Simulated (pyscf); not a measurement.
O=Ge: [singlet] + hydrogen (H₂) -> O=GeH₂, an insertion (singlet surface; H–H broken, Ge–H, Ge–H formed). Optimised with ωB97X-D3(BJ)/def2-SVP in PySCF. Energies in eV from the separated reactants.

AM1 to PM7: differences of heats of formation from MOPAC, which are fitted to 298 K values and so differ in kind from electronic energies by zero-point and thermal terms. 

Task: In single points PM7 puts the saddle at 3.74 eV and the reaction energy at +1.85 eV. Should these be trusted to within a few kcal/mol? Compare with ωB97M-D3(BJ)/def2-TZVP.

Result: ωB97M-D3(BJ)/def2-TZVP gives ΔE‡ = 3.70 eV and ΔE = +0.67 eV. PM7 lies 0.04 eV over it in the barrier and 1.19 eV over it in the reaction energy, so on this step it does not hold to within 0.13 eV. ωB97M-D3(BJ)/def2-TZVP has limits of its own. The same reactants have a lower exit, to HO–GeH: [singlet] (barrier +1.48 eV at ωB97M-D3(BJ)/def2-TZVP, against +3.70 eV here). O=GeH₂ lies 1.32 eV over its isomer HO–GeH: [singlet] (electronic energy, ωB97M-D3(BJ)/def2-TZVP). One saddle was located; it need not be the lowest between these sides. In the def2 sets elements up to Kr have no core potential.
